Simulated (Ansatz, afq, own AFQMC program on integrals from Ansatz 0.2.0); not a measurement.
**BH3 + O, triplet in cc-pVTZ along one coordinate**

```xyz
5

B    -1.3493    0.0000    0.0000
H    -1.9460    1.0336    0.0000
H    -1.9460   -1.0336    0.0000
H    -0.1558    0.0000    0.0000
O     1.1667    0.0000    0.0000
```

A hydrogen atom is moved from one rigid fragment to the other; the B1–H4 distance tells how far. The two fragments are held close together, so this isn't a minimum-energy path and the start is a compressed complex. Energies in kcal/mol count from this geometry (1.194 Å) at the same level; the start stands on UHF, each point on the determinant named.

Basis cc-pVTZ. Only valence electrons are correlated. AFQMC by an in-house program on the Cholesky factors that Ansatz 0.2.0 writes for its CCSD(T) run. ph-AFQMC/CISD is guided by a CISD state made of CCSD amplitudes; releasing the constraint for a short imaginary time cuts its bias at the price of noise, slowly where states lie close. Uncertainties: one standard error, sampling alone.

Cautions, each for one point or more: lower spins were not checked.

```json
{"r(B1–H4) / Å": "1.288", "det.": "UHF", "T1": "0.021", "weight": "0.89", "⟨S²⟩": "2.03", "PBE0": "-0.9", "MP2": "-0.2", "CCSD(T)": "0.1"}
{"r(B1–H4) / Å": "1.336", "det.": "UHF", "T1": "0.019", "weight": "0.89", "⟨S²⟩": "2.04", "PBE0": "-1.1", "MP2": "-0.7", "CCSD(T)": "0.2"}
{"r(B1–H4) / Å": "1.383", "det.": "UHF", "T1": "0.017", "weight": "0.89", "⟨S²⟩": "2.04", "PBE0": "-1.2", "MP2": "-1.7", "CCSD(T)": "0.0"}
{"r(B1–H4) / Å": "1.431", "det.": "UHF", "T1": "0.016", "weight": "0.90", "⟨S²⟩": "2.03", "PBE0": "-1.3", "MP2": "-2.8", "CCSD(T)": "-0.3"}
{"r(B1–H4) / Å": "1.526", "det.": "UHF", "T1": "0.014", "weight": "0.90", "⟨S²⟩": "2.02", "PBE0": "-0.1", "MP2": "-3.5", "CCSD(T)": "0.2"}
```

Estimate the curve of phaseless AFQMC with a CISD trial, counted from the same start.


```json
{"r(B1–H4) / Å": "1.288", "det.": "UHF", "T1": "0.021", "weight": "0.89", "⟨S²⟩": "2.03", "ph-AFQMC/CISD": "0.4 ± 0.2"}
{"r(B1–H4) / Å": "1.336", "det.": "UHF", "T1": "0.019", "weight": "0.89", "⟨S²⟩": "2.04", "ph-AFQMC/CISD": "0.4 ± 0.2"}
{"r(B1–H4) / Å": "1.383", "det.": "UHF", "T1": "0.017", "weight": "0.89", "⟨S²⟩": "2.04", "ph-AFQMC/CISD": "0.1 ± 0.2"}
{"r(B1–H4) / Å": "1.431", "det.": "UHF", "T1": "0.016", "weight": "0.90", "⟨S²⟩": "2.03", "ph-AFQMC/CISD": "-0.2 ± 0.2"}
{"r(B1–H4) / Å": "1.526", "det.": "UHF", "T1": "0.014", "weight": "0.90", "⟨S²⟩": "2.02", "ph-AFQMC/CISD": "0.4 ± 0.2"}
```

Weight is that of the determinant in the CISD state; at the start T1 is 0.022 and the weight 0.89, and ⟨S²⟩ is 2.02. Largest departures from phaseless AFQMC with a CISD trial: CCSD(T) -0.3 kcal/mol at 1.288 (on UHF) (within the noise), PBE0 -1.4 kcal/mol at 1.336, MP2 -3.9 kcal/mol at 1.526 (on UHF). The walk's constraint bias lies outside its error bars, so these are departures and not errors. Functionals count only at points shown to share the start's state and spin.

A walk keeps the symmetry of its determinant, which the program's search chose and which needn't be the lowest solution, so a lower state of the same spin and another symmetry isn't excluded.
